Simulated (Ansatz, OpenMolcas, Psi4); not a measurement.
[CF2]+ (SMILES F[C+]F): the vertical energy of the quartet above the doublet, rung by rung

The species is [CF2]+ (3 atoms), meant as a doublet with charge +1. SMILES: `F[C+]F`. The coordinates come from a PBE0-D4/def2-TZVP relaxation.

```xyz
3

F     0.3791    0.9730    0.3162
C     0.2757   -0.2214    0.1273
F    -0.6548   -0.7516   -0.4435
```

Quantity: the vertical energy of the quartet above the doublet, in eV. The values are calculated.

```json
{"level": "UPBE/cc-pVTZ", "kind": "GGA", "program": "Psi4", "value (eV)": "8.16", "CPU time (all runs)": "50 s"}
{"level": "UM06-L/cc-pVTZ", "kind": "meta-GGA", "program": "Psi4", "value (eV)": "8.17", "CPU time (all runs)": "2 min"}
{"level": "UPBE0/cc-pVTZ", "kind": "global hybrid", "program": "OpenMolcas", "value (eV)": "8.24", "CPU time (all runs)": "59 s"}
{"level": "U-wB97M-V/cc-pVTZ", "kind": "range-separated hybrid", "program": "Ansatz", "value (eV)": "8.68", "CPU time (all runs)": "91 s"}
{"level": "U-wB97X-V/cc-pVTZ", "kind": "range-separated hybrid", "program": "Psi4", "value (eV)": "8.63", "CPU time (all runs)": "2.5 min"}
{"level": "UCAM-B3LYP/cc-pVTZ", "kind": "range-separated hybrid", "program": "Ansatz", "value (eV)": "8.43", "CPU time (all runs)": "16 s"}
{"level": "UB2PLYP/cc-pVTZ (density fitting for correlation)", "kind": "double hybrid", "program": "Psi4", "value (eV)": "8.58", "CPU time (all runs)": "52 s"}
{"level": "RPA@PBE0/cc-pVTZ", "kind": "RPA", "program": "Ansatz", "value (eV)": "8.28", "CPU time (all runs)": "20 s"}
{"level": "UMP2/cc-pVTZ", "kind": "perturbation theory", "program": "Ansatz", "value (eV)": "9.63", "CPU time (all runs)": "13 s"}
{"level": "UCCSD/cc-pVTZ", "kind": "coupled cluster or CI", "program": "Ansatz", "value (eV)": "8.79", "CPU time (all runs)": "43 s"}
```

The values span 8.16 to 9.63 eV. CPU times are rough (shared hosts, several kinds of processor): they show what a rung costs within a factor of a few.
